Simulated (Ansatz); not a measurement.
# CH4BO: the cost of one run

Method: UKS PBE0-D4/cc-pVDZ, in Ansatz 0.2.0.

**1. The structure to begin with**

Bond lengths: B1–O2 1.471 Å, O2–C3 1.390 Å, B1–H4 1.197 Å, C3–H5 1.107 Å, C3–H6 1.138 Å, C3–H7 1.156 Å. Angles: B1–O2–C3 107.2°, O2–B1–H4 115.6°, O2–C3–H5 114.4°, O2–C3–H6 109.0°, O2–C3–H7 112.5°, H5–C3–H6 106.9°, H5–C3–H7 109.7°, H6–C3–H7 103.7°.

As a file:

```xyz
7

B    -0.9765   -1.1932   -0.4088
O    -0.5668   -0.3161    0.6985
C     0.5586    0.3810    0.2760
H    -1.7242   -0.7057   -1.2062
H     0.3809    1.0589   -0.5803
H     0.9396    1.0240    1.1337
H     1.4497   -0.3169    0.0413
```

**2. Relaxing end A**

Input file input.yaml:

```yaml
crystal:
  periodic: [false, false, false]
  atoms:
    - { symbol: B, position_ang: [-0.9765, -1.1932, -0.4088] }
    - { symbol: O, position_ang: [-0.5668, -0.3161, 0.6985] }
    - { symbol: C, position_ang: [0.5586, 0.381, 0.276] }
    - { symbol: H, position_ang: [-1.7242, -0.7057, -1.2062] }
    - { symbol: H, position_ang: [0.3809, 1.0589, -0.5803] }
    - { symbol: H, position_ang: [0.9396, 1.024, 1.1337] }
    - { symbol: H, position_ang: [1.4497, -0.3169, 0.0413] }
magnetization:
  spin_polarized: true
  initial_magnetization: 1
basis:
  gaussian: { orbitals: cc-pVDZ }
hamiltonian:
  xc: pbe0
  dispersion: d4
relax:
  f_tol: 0.015
  max_steps: 40
```

The run is started by

```
> ansatz run input.yaml --threads 1 --pin off --max-ram 2048MiB --backend cpu --events-out ev --progress --plain --runs-dir out
```

What time and memory should one allow on 1 thread of Arm Neoverse V2, shared host?

About 27 s, with a peak of 0.14 GiB.
